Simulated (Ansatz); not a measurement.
# CF₂ (singlet): from Hartree-Fock to the top rungs, cc-pVDZ

Aim: climb from Hartree-Fock through coupled cluster and multireference methods for CF₂ (singlet) at one geometry and basis, and see what each rung misses.

Computed with Ansatz 0.2.0, Gaussian basis. Level: cc-pVDZ, core rule «outside noble gas», up to 3 orbitals frozen.

To be run: UHF; CCSD(T) on RHF; CCSD(T) on UHF; BCCD(T) on RHF; CISD; CCSDT(Q) on RHF; CCSDT(Q) on UHF; CASSCF and MRCISD+Q, 14 electrons in 10 orbitals; CASSCF and NEVPT2, 14 electrons in 10 orbitals.

25 further runs of the same task are left out: 10 that didn't finish, 15 set aside as unsound or not needed.

## 1. What is computed

The geometry is a PBE0/def2-TZVP stationary point (not a proven minimum) of the parent state, kept for this charge and spin.

3 atoms, charge 0, spin multiplicity 1.

Atoms are counted from 1 here; the program's logs count them from 0.

Bond lengths: C1–F2 1.309 Å, C1–F3 1.309 Å. Angles: F2–C1–F3 119.5°.

## 2. UHF

The input, in.yaml:

```yaml
crystal:
  periodic: [false, false, false]
  atoms:
    - {symbol: C, position_ang: [0.000000, -0.500907, 0.000000]}
    - {symbol: F, position_ang: [0.000000, 0.158336, -1.130366]}
    - {symbol: F, position_ang: [0.000000, 0.158336, 1.130366]}
basis:
  gaussian: {orbitals: cc-pVDZ}
magnetization: {spin_polarized: true, initial_magnetization: 0}
hamiltonian: {xc: hf}
output: {orbitals: {seedname: orbitals}}
```

Run with:

```
$ ansatz run in.yaml --threads 1 --pin off --events-out ev --progress --plain --max-ram 2393MiB
```

After this run come: CCSD(T) on RHF; CCSD(T) on UHF; BCCD(T) on RHF; CISD; CCSDT(Q) on RHF; CCSDT(Q) on UHF; CASSCF and MRCISD+Q, 14 electrons in 10 orbitals; CASSCF and NEVPT2, 14 electrons in 10 orbitals.

**Question.** What will the summary of the whole plan be? Wanted: RCCSDT(Q) below the RHF energy; RMP2 from RCCSDT(Q); UMP2 from RCCSDT(Q); RCCSD from RCCSDT(Q); RCCSD(T) from RCCSDT(Q); UCCSD(T) from RCCSDT(Q); UCCSDT(Q) from RCCSDT(Q); NEVPT2 valence from RCCSDT(Q); MRCISD+Q valence from RCCSDT(Q).

**Answer**, as computed:

| quantity | value |
| --- | --- |
| RCCSDT(Q) below the RHF energy | -14.0587 eV |
| RMP2 from RCCSDT(Q) | +781.6 meV |
| UMP2 from RCCSDT(Q) | +1018.9 meV |
| RCCSD from RCCSDT(Q) | +406.3 meV |
| RCCSD(T) from RCCSDT(Q) | +57.6 meV |
| UCCSD(T) from RCCSDT(Q) | +78.1 meV |
| UCCSDT(Q) from RCCSDT(Q) | -0.3 meV |
| NEVPT2 valence from RCCSDT(Q) | +1310.8 meV |
| MRCISD+Q valence from RCCSDT(Q) | +170.2 meV |
| levels within 1 kcal/mol (43 meV) | RCCSDT, UCCSDT, UCCSDT(Q) |
| T1 diagnostic | 0.019 |
| effectively unpaired electrons | 0.02 |

**Reading.** RCCSD(T) misses by +57.6 meV, 0.4 % of the correlation energy. CCSD(T) misses by +57.6 meV on the restricted determinant and by +78.1 meV on the unrestricted one; the two need not hold the same state or core. One determinant dominates. Of the multireference levels listed MRCISD+Q valence comes nearest in total energy (+170.2 meV), which doesn't show that its space is the better one. These misses are within one basis, not against nature.
